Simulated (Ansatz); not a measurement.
## One elementary step

Start structure (CH5FSi, singlet), relaxed at PBE0-D4/def2-TZVP:

```xyz
8
angstrom
Si -0.7469 -0.4407 -0.0593
F -0.3919 -1.9912 -0.2675
C 0.8215 0.5379 0.0723
H 1.4226 0.4410 -0.8345
H -1.5584 -0.0135 -1.2271
H -1.5586 -0.3366 1.1797
H 0.5896 1.5973 0.2143
H 1.4222 0.2057 0.9220
```

The step: CH₅FSi ([CH3][SiH2][F]) → CH₄Si ([CH2][SiH2]) + HF; bonds formed: F2–H4; bonds broken: Si1–F2, C3–H4. Ansatz 0.2.0; basis: def2-TZVPP and def2-QZVPP; cores frozen in the correlated methods. Extrapolation: Hartree–Fock as exp(−7.88 √X), correlation as X^−2.97. Energies below are by CCSD(T) at an estimated basis limit (MP2 extrapolated from triple and quadruple zeta, plus CCSD(T) − MP2 in triple zeta).

Problem. What are the electronic barrier and the energy of the step, from the start structure to the end structure? (To be estimated.)

Solution. By the calculation: Barrier 86.97 kcal/mol; step energy 79.86 kcal/mol (uphill); reverse barrier, their difference, 7.11 kcal/mol. Barrier and step energy count from the start structure, the reverse barrier from the end structure.

The saddle point: One imaginary mode of 320i cm⁻¹.
| pair | start (Å) | saddle (Å) | end (Å) |
| --- | --- | --- | --- |
| F2–H4 | 3.09 | 1.02 | 0.94 |
| Si1–F2 | 1.60 | 2.21 | 3.42 |
| C3–H4 | 1.09 | 1.80 | 2.04 |

Zero-point energy (harmonic, PBE0-D4): ZPE is 35.35 kcal/mol at the start and 32.13 kcal/mol at the saddle, so the barrier goes from 86.97 to 83.75 kcal/mol.

First-order rate constant out of the start structure at 498 K by transition-state theory, with harmonic vibrational free energies alone and no tunnelling: ΔA‡ = 84.12 kcal/mol, so k = (kB T/h) exp(−ΔA‡/kB T) ≈ 10^-24 s⁻¹ (an order of magnitude at best: rotation, the number of equivalent paths and anharmonicity are left out).

The T1 diagnostic stays at or below 0.016. The restricted Hartree–Fock reference is unstable towards an unrestricted one at one or more of these structures.

Labels in which every atom is bracketed show which atoms are joined, not bond orders.

For scale, one of the runs: CCSD(T)/def2-TZVPP, 174 basis functions, launched by `ansatz run in.yaml --threads 2 --pin off --events-out ev --progress --plain --max-ram 4352MiB`. Hardware: 2 CPU threads of an Intel Xeon 6975P-C, shared host. Wall time 11 s; peak host memory 1.7 GiB.
